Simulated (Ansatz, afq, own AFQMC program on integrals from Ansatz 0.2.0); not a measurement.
**SiH3O, doublet: a scan with AFQMC**

```
atom    x (Å)    y (Å)    z (Å)
  Si  -0.0866  -0.0323   0.5791
   O   0.0885   0.0997  -1.0586
   H   0.6425  -1.2281   1.1084
   H   0.4860   1.2186   1.1449
   H  -0.1194  -0.6729  -1.5864
```

All coordinates are scaled about the centre. Energies in mEh count from this geometry (1.000) at the same level; the start stands on UHF, each point on the determinant named.

Basis cc-pVDZ. Noble-gas cores (and the filled d shells of Ga–Kr and In–Xe) are frozen. Integrals, coupled cluster, full CI and functionals: Ansatz 0.2.0; the random walks run on the same integrals in our own AFQMC program. ph-AFQMC/CISD is guided by a CISD state made of CCSD amplitudes; releasing the constraint for a short imaginary time cuts its bias at the price of noise, slowly where states lie close. Uncertainties: one standard error, sampling alone.

Cautions, each for one point or more: unrestricted determinant slightly spin contaminated.

| scale of all distances | det. | T1 | weight | ⟨S²⟩ | CCSD(T) | ph-AFQMC/CISD | released AFQMC | HF | CCSD |
| --- | --- | --- | --- | --- | --- | --- | --- | --- | --- |
| 0.867 | UHF | 0.012 | 0.91 | 0.75 | 120.2 | 121.2 ± 0.8 | 120.1 ± 0.8* | 109.4 | 119.0 |
| 1.130 | UHF | 0.021 | 0.87 | 0.76 | 37.5 | 37.4 ± 1.3 | 36.4 ± 1.4* | 51.8 | 39.4 |
| 1.298 | UHF | 0.038 | 0.82 | 0.85 | 155.8 | 157.0 ± 1.3 | 153.4 ± 2.0* | 193.2 | 161.3 |

Weight is that of the determinant in the CISD state; at the start T1 is 0.015 and the weight 0.90, and ⟨S²⟩ is 0.75. An asterisk marks released energies that aren't shown to be converged. Symmetry can't show for every point that it stays on the start's state. Largest departures from phaseless AFQMC with a CISD trial: CCSD(T) -1.3 mEh at 1.298 (on UHF) (within the noise), HF 36.1 mEh at 1.298 (on UHF), CCSD 4.3 mEh at 1.298 (on UHF). The walk's constraint bias lies outside its error bars, so these are departures and not errors.

Some points may be missing: those where a free walk finds a much lower state, and past Zn most of those on another determinant than at the start.
